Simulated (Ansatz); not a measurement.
# How well does each level of theory give the lattice parameter a of rock-salt TiC?

Reference value: 4.33 Å (measured, temperature not stated, not corrected to a static lattice; as tabulated in Zhang et al. (2018), doi:10.1088/1367-2630/aac7f0).

```tsv
level (code)	value (Å)	difference (%)
LDA (Ansatz)	4.261	-1.59
PBE (Ansatz)	4.333	+0.07
PBEsol-D3(BJ) (Ansatz)	4.256	-1.71
r²SCAN-D4 (Ansatz)	4.318	-0.28
Hartree–Fock (Ansatz)	4.373	+0.99
```

The reference's temperature isn't stated, so close values are not ranked against it.

The measured value isn't corrected to a static lattice, so vibrations enter the comparison. A static lattice is as a rule a little smaller than the measured one.  Cutoffs and k meshes differ between the levels. Ansatz's density-functional and Hartree–Fock values are scalar-relativistic unless marked +SOC, with PAW data made under PBE.

Differences are worked out from the printed values.

Ansatz is an electronic-structure program.
